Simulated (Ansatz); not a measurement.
## Relative stability

Two relaxed structures of B₂SiH₅, doublet (PBE0-D4/def2-TZVP; forces vanish, vibrations not checked).

A:

B1  (-1.125, 0.792, -1.097)
Si2  (0.041, 0.464, 0.452)
B3  (1.092, -1.175, 0.724)
H4  (-1.216, -0.048, -1.942)
H5  (-1.745, 1.806, -1.216)
H6  (0.133, 1.529, 1.490)
H7  (1.786, -1.326, 1.684)
H8  (1.034, -2.043, -0.095)
(Å)

B:

```csv
atom,x (Å),y (Å),z (Å)
B1,0.2587,0.4011,0.3674
Si2,-1.1500,0.6353,-0.9240
B3,1.0388,-1.0071,0.6378
H4,-1.6753,-0.4340,-1.8077
H5,-1.8564,1.9166,-1.1667
H6,0.5374,1.3936,0.9840
H7,0.6572,-1.8032,1.4524
H8,2.0344,-1.3116,0.0386
```

Program: Ansatz 0.2.0. Basis: def2-TZVPP. Cores are frozen in the correlated methods; orbitals are unrestricted. B3LYP uses VWN-RPA correlation.

(1) Which structure is lower at CCSD(T), and by how much? (To be estimated.)

(2) Do the other methods give the same order? (Judge from chemistry; the calculation decides.)

T1 diagnostic: at most 0.017. ⟨S²⟩ of the unrestricted Hartree–Fock references: 0.76 to 0.77 (a pure state has 0.75).

Answers

(1) The calculation gives: A, by 5.4 kJ/mol (electronic energy, against the other). By their contacts, A is B₂SiH₅ ([BH2][SiH][BH2]) and B is B₂SiH₅ ([BH2][BH][SiH2]).

(2) Computed: Not all: PBE-D4, r2SCAN-D4, PBE0-D4, wB97M-V give the other order.

```csv
method,E(B) − E(A) (kJ/mol)
PBE-D4,-4.3
r2SCAN-D4,-6.2
PBE0-D4,-1.2
B3LYP-D4,0.6
wB97M-V,0.0
HF,8.7
MP2,5.5
CCSD,5.7
CCSD(T),5.4
```

Labels in which every atom is bracketed show which atoms are joined, not bond orders.

For scale, one of the runs: CCSD(T)/def2-TZVPP, 174 basis functions, launched by `ansatz run in.yaml --threads 2 --pin off --events-out ev --progress --plain --max-ram 4352MiB`. Hardware: 2 CPU threads of an Arm Neoverse V2, shared host. Wall time 50 s; peak host memory 3.5 GiB.
